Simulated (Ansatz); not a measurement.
in.yaml

```yaml
crystal:
  periodic: [false, false, false]
  atoms:
    - {symbol: Si, position_ang: [0.000000, -0.037672, 0.638605]}
    - {symbol: N, position_ang: [0.000000, 0.144566, -1.369347]}
    - {symbol: H, position_ang: [0.000000, -1.597506, 1.699660]}
    - {symbol: H, position_ang: [0.000000, 1.524769, 1.664626]}
    - {symbol: H, position_ang: [0.000000, -0.886512, -2.129587]}
basis:
  gaussian: {orbitals: STO-3G}
magnetization: {spin_polarized: false}
correlation: {method: bccd, electrons: outside_noble_gas}
accuracy: high
output: {forces: true}
```

```sh
$ ansatz run in.yaml --threads 1 --pin off --events-out ev --progress --plain --max-ram 2393MiB
```

**Question.** What does the program do with this input?

**Answer.** Converged. The input was made wrong on purpose (coordinates in the wrong unit), so the run isn't a sound calculation of what was asked.
```
288 factors; integrals over basis functions are off by at most 2.5e-8 eV
mean field evaluation 1: about -9265.3411 eV, gradient 3.7e1 eV
mean field evaluation 2: about -9265.3488 eV, gradient 3.7e1 eV
mean field evaluation 4: about -9271.2445 eV, gradient 3.0e0 eV
mean field evaluation 8: about -9271.4283 eV, gradient 2.6e-1 eV
mean field evaluation 16: about -9271.4236 eV, gradient 2.1e-7 eV
mean field evaluation 32: about -9265.2630 eV, gradient 7.6e-2 eV
mean field -9271.42358031 eV, -340.7185321798 hartree, gradient 8.3e-9 eV, S^2 0.000000; 0 other end points of the search recorded, 0 dependent functions left out; unrestricted orbitals would lower it
mean field evaluation 64: about -9271.4235 eV, gradient 3.7e-2 eV
mean field evaluation 96: about -9273.5204 eV, gradient 8.8e-1 eV
mean field evaluation 128: about -9271.4236 eV, gradient 7.6e-3 eV
mean field evaluation 160: about -9273.5390 eV, gradient 2.2e-1 eV
unrestricted determinant -9273.52423793 eV, -340.7957299233 hartree, S^2 1.4545
6 core orbitals not correlated: weight in the atoms' cores, before any rotation towards them, 1.000 or more for the frozen orbitals, at most 0.000 for the correlated occupied ones
reference -9271.42358031 eV, -340.7185321798 hartree; 6, 6 occupied and 5, 5 virtual orbitals, 288 factors
second order -4.06721178 eV of doubles, -0.00000000 eV of singles
...
cycle  24  -6.46617913 eV  change    4.8e-7 eV  update   3.5e-7
cycle  25  -6.46617814 eV  change    9.8e-7 eV  update   2.0e-7
cycle  26  -6.46617750 eV  change    6.5e-7 eV  update   1.1e-7
cycle  27  -6.46617728 eV  change    2.2e-7 eV  update   5.0e-8
cycle  28  -6.46617725 eV  change    2.6e-8 eV  update   2.4e-8
cycle  29  -6.46617728 eV  change   -2.8e-8 eV  update   7.9e-9
cycle  30  -6.46617727 eV  change    1.0e-8 eV  update   3.2e-9
cycle  31  -6.46617727 eV  change    1.9e-9 eV  update   1.2e-9
cycle  32  -6.46617727 eV  change    2.6e-9 eV  update  5.2e-10
cycle  33  -6.46617727 eV  change   7.0e-10 eV  update  2.2e-10
WARN: the results are in doubt because among natural orbitals full CI differs from the method by -0.260 eV
the calculation of the forces begins
Total energy: -9277.88975758 eV, -340.9561598114 hartree
Atom 0 at     0.000000    -0.037672     0.638605 Å, force    -0.000000    -0.472069    -0.372603 eV/Å
Atom 1 at     0.000000     0.144566    -1.369347 Å, force    -0.000000    -1.780770     2.099514 eV/Å
Atom 2 at     0.000000    -1.597506     1.699660 Å, force     0.000000     3.639370    -2.600053 eV/Å
Atom 3 at     0.000000     1.524769     1.664626 Å, force     0.000000    -3.705987    -2.688592 eV/Å
Atom 4 at     0.000000    -0.886512    -2.129587 Å, force     0.000000     2.319456     3.561733 eV/Å
Dipole moment:     0.000000    -0.197061     0.084301 e Å
In doubt: among natural orbitals full CI differs from the method by -0.260 eV
```
